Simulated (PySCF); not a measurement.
Molecule: SMILES CP(C)P(F)F, C$_{2}$H$_{6}$F$_{2}$P$_{2}$.

Geometry:
```
atom   x (Å)   y (Å)   z (Å)
  C1  -0.506  -1.330  -0.707
  P2  -0.115  -0.306   0.792
  C3   1.586   0.298   0.356
  P4  -1.198   1.494   0.048
  F5  -2.686   0.886   0.241
  F6  -1.110   2.379   1.398
  H7   0.076  -2.262  -0.659
  H8  -0.280  -0.827  -1.662
  H9  -1.573  -1.597  -0.685
 H10   1.877   1.092   1.059
 H11   1.673   0.678  -0.675
 H12   2.295  -0.534   0.483
```

Geometry PBE0-D3(BJ)/def2-SVP throughout; GIAO in PySCF 2.14, gas phase, one conformer, non-relativistic; equivalent atoms averaged; basis pcSseg-1.

**Question.** How do the shifts δ (against TMS, H3PO4, CFCl3 at the same level) depend on the functional? (ppm; last column core-seconds on 1 thread of an Arm Neoverse V1, shared host; the GGAs took longer than the global hybrids here, which isn't the general rule, and the cause wasn't traced)

**Answer.** 
```tsv
functional	kind	C1/C3	P4	P2	F5/F6	H7/H8/H9/H10/H11/H12	core-s
KT2	GGA	7.7	325.9	-60.4	-127.3	1.04	18
KT3	GGA	8.5	318.8	-54.6	-125.2	1.04	19
B97-D	GGA	9.0	335.1	-46.3	-121.1	1.08	18
B3LYP	global hybrid	8.2	336.1	-53.4	-114.6	1.04	12
PBE0	global hybrid	7.4	322.4	-70.1	-114.3	1.06	11
mPW1PW91	global hybrid	7.5	324.6	-67.4	-114.9	1.06	11
```

**Question.** Which nucleus moves most, in ppm?

**Answer.** P2 (phosphorus bonded to 2 C, P): from -70.1 ppm with PBE0 to -46.3 ppm with B97-D. The smallest spread is 0.04 ppm, at H7/H8/H9/H10/H11/H12. Proton shifts span only some 12 ppm, so a few tenths of a ppm matter as much there as several ppm in carbon.
